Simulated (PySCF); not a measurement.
3-amino-1-propanol, C₃H₉NO.
SMILES with atom numbers: `[NH2:1][CH2:2][CH2:3][CH2:4][OH:5]` (hydrogens: H6, H7 on N1; H8, H9 on C2; H10, H11 on C3; H12, H13 on C4; H14 on O5)

Theory: PySCF, PBE0-D3(BJ)/def2-SVP geometry optimisation, gas phase.

Task: What internal coordinates does the optimisation give?

Result: 
```
          bond  length (Å)
         N1–C2       1.460
         C2–C3       1.523
         C3–C4       1.525
         C4–O5       1.395
  N1–H6, N1–H7       1.018
  C2–H8, C2–H9       1.106
C3–H10, C3–H11       1.104
        C4–H12       1.114
        C4–H13       1.104
        O5–H14       0.977
```

Bonds in one row agree within 0.01 Å and their mean is given. A selection of angles:
```
     angle  degrees
  C2–N1–H6    110.4
  C2–N1–H7    111.4
  H6–N1–H7    106.8
  N1–C2–C3    111.1
  N1–C2–H8    113.4
  N1–C2–H9    107.5
  C3–C2–H8    109.8
  H8–C2–H9    106.2
  C2–C3–C4    113.1
 C2–C3–H10    109.6
 C4–C3–H10    108.7
H10–C3–H11    106.6
  C3–C4–O5    113.0
 C3–C4–H12    108.3
 C3–C4–H13    109.4
 O5–C4–H12    112.0
 O5–C4–H13    107.9
H12–C4–H13    106.1
 C4–O5–H14    105.2
```

Dihedral angles: N1–C2–C3–C4 60° (synclinal); C2–C3–C4–O5 -65° (synclinal); H14–O5–C4–C3 45° (synclinal). The mirror-image conformer, all signs reversed, is as good.

O5 (alcohol oxygen) is bent (angle 105.2°). Of the pairs four or more bonds apart, those above aside, C2···H14 is among the closest relative to their van der Waals radii: 2.53 Å, 87 % of the sum of Bondi's values. H14 on O5 lies 1.91 Å from N1, 5 bonds away (angle at H 144°; Bondi radii sum to 2.75 Å): the geometry of an intramolecular hydrogen bond. N1 (primary amine nitrogen) is pyramidal (angles 111.4°, 110.4° and 106.8°, sum 328.6°, 0.38 Å off the plane of its three neighbours).

Point group: C1 (no symmetry element, even within 0.4 Å). PBE0-D3(BJ)/def2-SVP frequencies: not computed here. The numbers are those of one conformer (H–N1–C2–C3 71° and -171°, N1–C2–C3–C4 60°, C2–C3–C4–O5 -65°, C3–C4–O5–H 45°).
